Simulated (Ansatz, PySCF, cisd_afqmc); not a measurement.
Species: NO$_{2}$, charge 0, doublet. NO2 (SMILES [O]N=O, doublet).
B3LYP-D3(BJ)/def2-TZVP minimum from Ansatz (a program for electronic structure):
```
N
O 1 1.1906
O 1 1.1906 2 134.41
```
Charge 0, spin multiplicity 2.

Atomisation energy term by term, kcal/mol (programs: Ansatz, cisd_afqmc). UHF or UKS for unpaired electrons; spin-orbit terms are left out. Cores are frozen in correlated methods. Rows without X2C or -DK are non-relativistic. AFQMC/CISD: phaseless, guided by CISD from CCSD amplitudes; bars are statistical, one sigma. Outlying blocks are dropped, and bars are widened where a walk drifts. Over all cases where full CI ran beside it in this data, AFQMC minus full CI had a median of +0.1 mEh and passed +0.4 mEh in a tenth of the cases. CBS(X,Y): correlation extrapolated as X^-3, Hartree-Fock from the larger set (Q,5: extrapolated as (X+1)exp(-9√X)). A bracket is a step between two methods taken in the basis named. '+ core + X2C': CCSD(T) terms for core correlation (cc-pwCVTZ) and scalar relativity (cc-pVTZ-DK).

```
term                                                          basis  kcal/mol
-----------------------  ------------------------------------------  --------
Hartree-Fock                                   CBS(cc-pVQZ,cc-pV5Z)     55.67
CCSD correlation                               CBS(cc-pVQZ,cc-pV5Z)    151.25
(T)                                            CBS(cc-pVQZ,cc-pV5Z)     18.79
CCSDT(Q) - CCSD(T)                                          cc-pVTZ      1.49
core correlation                                          cc-pwCVTZ      0.98
scalar relativity                                   X2C, cc-pVTZ-DK     -0.43
minus zero-point energy  Hessian by PySCF at B3LYP-D3(BJ)/def2-TZVP     -5.52
sum: D0                                                                 222.2
```

The step beyond CCSD(T) by other levels: AFQMC/CISD in cc-pVDZ 0.70 ± 0.29; CCSDT(Q) in cc-pVDZ 2.14; AFQMC/CISD in cc-pVTZ 0.25 ± 0.26 kcal/mol.
